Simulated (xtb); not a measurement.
xtb input (GFN2-xTB):

```bash
xtb mol.xyz --gfn 2 --ohess tight --chrg -1 --uhf 0
```
mol.xyz:
```
5

C     -0.16746310    -0.01269484     0.00801370
S      1.69896981     0.12843964    -0.01179520
H     -0.48067925    -0.67525712    -0.80239679
H     -0.50839181    -0.38657434     0.92846511
H     -0.53417112     0.98327740    -0.16230937
```

Output:

```
           -------------------------------------------------
          |                Calculation Setup                |
           -------------------------------------------------

           -------------------------------------------------
          |                 G F N 2 - x T B                 |
           -------------------------------------------------

        Reference                      10.1021/acs.jctc.8b01176
      * Hamiltonian:
        H0-scaling (s, p, d)           1.850000    2.230000    2.230000
        zeta-weighting                 0.500000
      * Dispersion:
        s8                             2.700000
        a1                             0.520000
        a2                             5.000000
        s9                             5.000000
      * Repulsion:
        kExp                           1.500000    1.000000
        rExp                           1.000000
      * Coulomb:
        alpha                          2.000000
        third order                    shell-resolved
        anisotropic                    true
        a3                             3.000000
        a5                             4.000000
        cn-shift                       1.200000
        cn-exp                         4.000000
        max-rad                        5.000000

          ...................................................
          :                      SETUP                      :
          :.................................................:
          :  # basis functions                  17          :
          :  # atomic orbitals                  16          :
          :  # shells                            8          :
          :  # electrons                        14          :
          :  max. iterations                   250          :
          :  Hamiltonian                  GFN2-xTB          :
          :  restarted?                      false          :
          :  GBSA solvation                  false          :
          :  PC potential                    false          :
          :  electronic temp.          300.0000000     K    :
          :  accuracy                    1.0000000          :
          :  -> integral cutoff          0.2500000E+02      :
          :  -> integral neglect         0.1000000E-07      :
          :  -> SCF convergence          0.1000000E-05 Eh   :
          :  -> wf. convergence          0.1000000E-03 e    :
          :  Broyden damping             0.4000000          :
          :  net charge                         -1          :
          :  unpaired electrons                  0          :
          ...................................................

 iter      E             dE          RMSdq      gap      omega  full diag
   1     -7.0380574 -0.703806E+01  0.779E+00    5.85       0.0  T
   2     -7.1546660 -0.116609E+00  0.599E+00    4.21       1.0  T
   3     -7.1632000 -0.853401E-02  0.287E+00    4.22       1.0  T
   4     -7.1637907 -0.590644E-03  0.548E-01    3.94       1.0  T
   5     -7.1637819  0.870324E-05  0.257E-01    3.92       1.0  T
   6     -7.1638276 -0.456587E-04  0.854E-02    3.92       1.0  T
[...]
   full:       -3.479      -0.215       0.006       8.859
molecular quadrupole (traceless):
                xx          xy          yy          xz          yz          zz
 q only:       -9.043      -0.842       4.495       0.026       0.002       4.547
  q+dip:      -13.283      -1.224       6.604       0.023       0.002       6.679
   full:      -12.111      -1.122       6.021       0.028       0.002       6.090

           -------------------------------------------------
          |                Geometry Summary                 |
           -------------------------------------------------

      molecular mass/u    :       47.0993456
   center of mass at/Å    :        1.0734964       0.0692762      -0.0050241
  moments of inertia/u·Å² :        0.3189521E+01   0.3821167E+02   0.3821211E+02
rotational constants/cm⁻¹ :        0.5285318E+01   0.4411646E+00   0.4411594E+00

 * 3 selected distances

     #   Z          #   Z                                           value/Å
     1   6 C        3   1 H                                       1.0965863 (max)
     1   6 C        4   1 H                                       1.0964724 (min)
     1   6 C        5   1 H                                       1.0965338

 * 1 distinct bonds (by element types)

   Z      Z             #   av. dist./Å        max./Å        min./Å
   1 H    6 C           3     1.0965308     1.0965863     1.0964724

           -------------------------------------------------
          |               Frequency Printout                |
           -------------------------------------------------
 projected vibrational frequencies (cm⁻¹)
eigval :       -0.00    -0.00    -0.00     0.00     0.00     0.00
eigval :      717.29   928.53   928.78  1329.87  1501.65  1501.77
eigval :     2857.03  2857.60  2896.92
 reduced masses (amu)
   1: 10.59   2: 26.08   3: 24.62   4: 30.99   5: 11.58   6:  2.88   7: 17.55   8:  3.03
   9:  3.04  10:  2.43  11:  1.72  12:  1.72  13:  1.95  14:  1.95  15:  1.16
 IR intensities (km·mol⁻¹)
   1:  5.47   2: 25.23   3: 22.94   4: 33.69   5:  4.47   6:  0.47   7:  6.13   8:  0.18
   9:  0.18  10: 86.76  11:  2.86  12:  2.86  13:101.96  14:101.95  15: 94.27
 Raman intensities (Ä⁴*amu⁻¹)
   1:  0.00   2:  0.00   3:  0.00   4:  0.00   5:  0.00   6:  0.00   7:  0.00   8:  0.00
   9:  0.00  10:  0.00  11:  0.00  12:  0.00  13:  0.00  14:  0.00  15:  0.00
 output can be read by thermo (or use thermo option).
 writing <g98.out> molden fake output.
 recommended (thermochemical) frequency scaling factor: 1.0
           -------------------------------------------------
          |             Thermodynamic Functions             |
           -------------------------------------------------

c3v symmetry found (for desy threshold:  0.10E+00) used in thermo

          ...................................................
          :                      SETUP                      :
          :.................................................:
          :  # frequencies                           9      :
          :  # imaginary freq.                       0      :
          :  linear?                             false      :
          :  only rotor calc.                    false      :
Note: The following floating-point exceptions are signalling: IEEE_DENORMAL
normal termination of xtb
          :  symmetry                              c3v      :
          :  rotational number                       3      :
          :  scaling factor                  1.0000000      :
          :  rotor cutoff                   50.0000000 cm⁻¹ :
          :  imag. cutoff                  -20.0000000 cm⁻¹ :
          :.................................................:

    mode    ω/cm⁻¹     T·S(HO)/kcal·mol⁻¹    T·S(FR)/kcal·mol⁻¹   T·S(vib)
   ------------------------------------------------------------------------
   ------------------------------------------------------------------------

   temp. (K)  partition function   enthalpy   heat capacity  entropy
                                   cal/mol     cal/K/mol   cal/K/mol   J/K/mol
 298.15  VIB   1.06                  139.609      2.005      0.583
         ROT  0.174E+04              888.752      2.981     17.807
         INT  0.184E+04             1028.362      4.986     18.389
         TR   0.313E+27             1481.254      4.968     37.457
         TOT                        2509.6157     9.9538    55.8462   233.6606

       T/K    H(0)-H(T)+PV         H(T)/Eh          T*S/Eh         G(T)/Eh
   ------------------------------------------------------------------------
    298.15    0.399933E-02    0.393552E-01    0.265343E-01    0.128208E-01
   ------------------------------------------------------------------------

         :::::::::::::::::::::::::::::::::::::::::::::::::::::
         ::                  THERMODYNAMIC                  ::
         :::::::::::::::::::::::::::::::::::::::::::::::::::::
         :: total free energy          -7.090442043986 Eh   ::
         ::.................................................::
         :: total energy               -7.103262886282 Eh   ::
         :: zero point energy           0.035355855931 Eh   ::
         :: G(RRHO) w/o ZPVE           -0.022535013636 Eh   ::
         :: G(RRHO) contrib.            0.012820842296 Eh   ::
         :::::::::::::::::::::::::::::::::::::::::::::::::::::

optimized geometry written to: xtbopt.xyz

           -------------------------------------------------
          | TOTAL ENERGY               -7.103262886282 Eh   |
          | TOTAL ENTHALPY             -7.063907703190 Eh   |
          | TOTAL FREE ENERGY          -7.090442043986 Eh   |
          | GRADIENT NORM               0.000145682202 Eh/α |
          | HOMO-LUMO GAP               4.304610764707 eV   |
           -------------------------------------------------

------------------------------------------------------------------------
------------------------------------------------------------------------
 total:
 SCF:
 ANC optimizer:
 analytical hessian:
```
